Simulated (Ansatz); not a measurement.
**NH3 ··· HCl**

The pair of NH3 (SMILES N, atoms 1–4) and HCl (SMILES Cl, atoms 5–6), both closed shells, in one local arrangement (a lower one may exist), relaxed at PBE0-D4/def2-TZVP:

```xyz
6
angstrom
N -0.0045 -0.0125 -0.6006
H -0.1300 0.9187 -0.9783
H 0.8673 -0.3833 -0.9584
H -0.7590 -0.5957 -0.9416
Cl 0.0182 0.0505 2.4152
H 0.0080 0.0223 1.0637
```

Ansatz 0.2.0; basis: def2-TZVPPD, with def2-QZVPPD for the basis limit; cores frozen in the correlated methods. B3LYP uses VWN-RPA correlation. Extrapolation: Hartree–Fock as exp(−7.88 √X), correlation as X^−2.97. Interaction energies count from these two fragments, frozen as in the pair, with the counterpoise correction; negative means bound.

Question: What is the interaction energy by CCSD(T) at an estimated basis limit (MP2 extrapolated from triple and quadruple zeta, plus CCSD(T) − MP2 in triple zeta)? (Judge from chemistry; the value comes from the calculation.)

Answer: By the calculation: -9.71 kcal/mol. Hartree–Fock alone gives -5.85 kcal/mol at the basis limit. It counts from the two fragments frozen as in the pair.

The same quantity by other methods in triple zeta, and each one's difference from that estimate:
| method | E_int (kcal/mol) | difference |
| --- | --- | --- |
| PBE-D4 | -12.61 | -2.90 |
| revPBE-D4 | -11.55 | -1.84 |
| BLYP-D4 | -10.85 | -1.14 |
| r2SCAN-D4 | -12.35 | -2.65 |
| B97M-V | -10.72 | -1.01 |
| PBE0-D4 | -12.23 | -2.52 |
| B3LYP-D4 | -10.98 | -1.27 |
| HSE06-D4 | -12.26 | -2.55 |
| wB97X-V | -10.35 | -0.64 |
| wB97M-V | -9.93 | -0.22 |
| B2PLYP | -9.83 | -0.12 |
| HF | -5.88 | 3.83 |
| MP2 | -10.03 | -0.32 |
| CCSD | -8.03 | 1.68 |
| CCSD(T) | -8.71 | 1.00 |
Differences are method less estimate.

Question: Which atoms make the shortest contact between the fragments?

Answer: N1 and H6, 1.66 Å apart.

Energy to bend the free fragments (PBE0-D4 minima) into their shapes in the pair, CCSD(T)/def2-TZVPPD: NH3 0.09 kcal/mol; HCl 1.92 kcal/mol. This must be added to the interaction energy to get the binding energy from relaxed fragments.

Basis-set superposition shift (counterpoise-corrected less uncorrected): CCSD(T) 0.89; MP2 0.91; HF 0.13; PBE0-D4 0.19; wB97M-V 0.20 kcal/mol.

No T1 diagnostic of these runs exceeds 0.009.

For scale, one of the runs: CCSD(T)/def2-TZVPPD, 156 basis functions, launched by `ansatz run in.yaml --threads 2 --pin off --events-out ev --progress --plain --max-ram 5222MiB`. The run took 6 s on 2 CPU threads of an Intel Xeon 6975P-C (shared host), with 1.1 GiB of host memory at its peak.
